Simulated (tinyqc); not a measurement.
RKS/PBE in the sto-6g basis, for OH-, spin multiplicity 1, step by step. The basis has no diffuse functions, so it cannot describe the extra electron: this is an exercise in the method, not the real anion. One step of it, computed by the program tinyqc.

Question. Iteration 2: building the Kohn-Sham matrix. J_ij = sum D_kl (ij|kl); F = H + J + V_xc; E = tr D H + tr D J / 2 + E_xc + E_nn.

D after iteration 1, lower triangle:
```
            1O 1s      1O 2s    1O 2px    1O 2py    1O 2pz     2H 1s
1O 1s    2.091612
1O 2s   -0.394834   1.785930
1O 2px   0.000000   0.000000  2.000000
1O 2py   0.000000   0.000000  0.000000  2.000000
1O 2pz   0.087444  -0.371723  0.000000  0.000000  1.238988
2H 1s   -0.089893   0.088439  0.000000  0.000000  0.352336  0.733746
```

core Hamiltonian H = T + V (hartree), lower triangle:
```
             1O 1s      1O 2s     1O 2px     1O 2py     1O 2pz      2H 1s
1O 1s   -32.454020
1O 2s    -7.168172  -8.675599
1O 2px    0.000000   0.000000  -6.949645
1O 2py    0.000000   0.000000   0.000000  -6.949645
1O 2pz   -0.014693  -0.166432   0.000000   0.000000  -7.060225
2H 1s    -1.526741  -3.206158   0.000000   0.000000  -2.293495  -4.531385
```

Two-electron integrals (ij|kl) in chemists' order, unique and non-zero (hartree):
```
(11|11) 4.787491   (21|11) 0.675884   (21|21) 0.121505   (22|11) 1.117379
(22|21) 0.249212   (22|22) 0.817383   (31|31) 0.025762   (32|31) 0.039145
(32|32) 0.180664   (33|11) 1.117381   (33|21) 0.249212   (33|22) 0.817382
(33|33) 0.880663   (41|41) 0.025762   (42|41) 0.039145   (42|42) 0.180664
(43|43) 0.047461   (44|11) 1.117381   (44|21) 0.249212   (44|22) 0.817382
(44|33) 0.785741   (44|44) 0.880663   (51|51) 0.025762   (52|51) 0.039145
(52|52) 0.180664   (53|53) 0.047461   (54|54) 0.047461   (55|11) 1.117381
(55|21) 0.249212   (55|22) 0.817382   (55|33) 0.785741   (55|44) 0.785741
(55|55) 0.880663   (61|11) 0.152443   (61|21) 0.026264   (61|22) 0.052683
(61|33) 0.052569   (61|44) 0.052569   (61|51) 0.001284   (61|52) 0.002507
(61|55) 0.052910   (61|61) 0.005787   (62|11) 0.367077   (62|21) 0.082998
(62|22) 0.300972   (62|33) 0.295998   (62|44) 0.295998   (62|51) 0.006638
(62|52) 0.048784   (62|55) 0.310921   (62|61) 0.018032   (62|62) 0.137305
(63|31) 0.009266   (63|32) 0.052010   (63|53) 0.010086   (63|63) 0.019526
(64|41) 0.009266   (64|42) 0.052010   (64|54) 0.010086   (64|64) 0.019526
(65|11) 0.263355   (65|21) 0.060397   (65|22) 0.233611   (65|33) 0.223057
(65|44) 0.223057   (65|51) 0.013512   (65|52) 0.087863   (65|55) 0.254717
(65|61) 0.013729   (65|62) 0.129592   (65|65) 0.140554   (66|11) 0.506963
(66|21) 0.116759   (66|22) 0.483848   (66|33) 0.464469   (66|44) 0.464469
(66|51) 0.012237   (66|52) 0.122512   (66|55) 0.522605   (66|61) 0.025638
(66|62) 0.278291   (66|65) 0.299981   (66|66) 0.774999
```

nuclear repulsion = 4.18321906 hartree

V_xc (hartree), lower triangle:
```
            1O 1s      1O 2s     1O 2px     1O 2py     1O 2pz      2H 1s
1O 1s   -3.096731
1O 2s   -0.378034  -0.815482
1O 2px   0.000000   0.000000  -0.820677
1O 2py   0.000000   0.000000   0.000000  -0.820677
1O 2pz   0.002198   0.005544   0.000000   0.000000  -0.805074
2H 1s   -0.088282  -0.288534   0.000000   0.000000  -0.225071  -0.484142
```

E_xc = sum of w rho eps_xc = -9.68314292 hartree

Give: Coulomb J; Kohn-Sham matrix F; total energy of this density.

Answer.

Coulomb J (hartree), lower triangle:
```
          1O 1s   1O 2s  1O 2px  1O 2py  1O 2pz   2H 1s
1O 1s   17.9244
1O 2s    3.2066  8.4458
1O 2px   0.0000  0.0000  8.4473
1O 2py   0.0000  0.0000  0.0000  8.4473
1O 2pz  -0.0052  0.0325  0.0000  0.0000  8.4426
2H 1s    0.6970  3.0904  0.0000  0.0000  2.4048  5.0734
```

Kohn-Sham matrix F (hartree), lower triangle:
```
           1O 1s    1O 2s  1O 2px  1O 2py   1O 2pz   2H 1s
1O 1s   -17.6263
1O 2s    -4.3396  -1.0453
1O 2px    0.0000   0.0000  0.6770
1O 2py    0.0000   0.0000  0.0000  0.6770
1O 2pz   -0.0176  -0.1284  0.0000  0.0000   0.5773
2H 1s    -0.9180  -0.4043  0.0000  0.0000  -0.1137  0.0579
```

total energy of this density = -74.820539 hartree

This density is a damped mixture and is not idempotent.
